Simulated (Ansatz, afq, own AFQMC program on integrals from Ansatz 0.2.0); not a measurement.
**CH3Al, singlet: a scan with AFQMC**

```tsv
atom	x (Å)	y (Å)	z (Å)
Al	-0.0229	0.0000	0.5849
C	0.0451	0.0000	-1.1957
H	0.1606	0.0000	2.1470
H	-0.0423	0.9125	-1.7784
H	-0.0423	-0.9125	-1.7784
```

The Al1–C2 distance is changed with both sides rigid. Energies in kJ/mol count from this geometry (1.782 Å) at the same level; the start stands on RHF, each point on the determinant named.

Basis cc-pVDZ. Only valence electrons are correlated. AFQMC by an in-house program on the Cholesky factors that Ansatz 0.2.0 writes for its CCSD(T) run. The CISD trial takes its coefficients from CCSD amplitudes. Released means that phaseless walkers are propagated on without the constraint, phases kept. Uncertainties: one standard error, sampling alone.

Cautions, each for one point or more: CCSDT(Q) on the RHF determinant differs, by its state or its frozen core; CCSDT(Q) on the UHF determinant differs, perhaps since the unrestricted series falls towards higher spin; cluster runs in doubt by the program's own checks; higher spins were not checked; raised T1 diagnostic; restricted determinant unstable towards unrestricted; strong correlation; unrestricted determinant spin contaminated; walk and cluster series may follow different spin states.

```tsv
r(Al1–C2) / Å	det.	T1	weight	⟨S²⟩	PBE	PBE0	CCSD(T)
1.994	RHF	0.023	0.85	pure	30.2	38.3	24.8
2.491	UHF¶	0.080	0.75	1.21	216.0§	222.2§	220.1
3.215	RHF	0.012	0.84	pure	345.0§	336.2§	362.2
4.867	RHF	0.010	0.85	pure	362.0§	340.4§	334.3
```

(1) Estimate the curve of CCSDT(Q), counted from the same start.

Answers

(1) 
```
r(Al1–C2) / Å  det.     T1  weight  ⟨S²⟩  CCSDT(Q)  ph-AFQMC/CISD  released AFQMC
        1.994   RHF  0.023    0.85  pure      23.7     27.9 ± 2.4     24.9 ± 2.8*
        2.491  UHF¶  0.080    0.75  1.21     203.8    203.8 ± 2.9    203.1 ± 3.9*
        3.215   RHF  0.012    0.84  pure     361.3    357.5 ± 2.5               –
        4.867   RHF  0.010    0.85  pure     335.3    335.1 ± 2.3    335.0 ± 3.3*
```

Weight is that of the determinant in the CISD state; at the start T1 is 0.019 and the weight 0.87. ¶ marks points with a poor determinant and no full CI, where no value is sure; they don't count among the departures. An asterisk marks released energies that aren't shown to be converged. A dash marks a missing value, a released energy that hasn't settled or a functional that sits on another state. § marks a functional whose ⟨S²⟩ is too high by over 0.1. Largest departures from CCSDT(Q), at the points where its series has closed: CCSD(T) 1.1 kJ/mol at 1.994 (on RHF), ph-AFQMC/CISD 4.3 kJ/mol at 1.994 (on RHF) (within the noise). The functionals aren't scored here. In this small basis the wave-function levels are far from their limit, so their gap to the functionals isn't the functionals' error.

A walk keeps the symmetry of its determinant, which the program's search chose and which needn't be the lowest solution, so a lower state of the same spin and another symmetry isn't excluded.
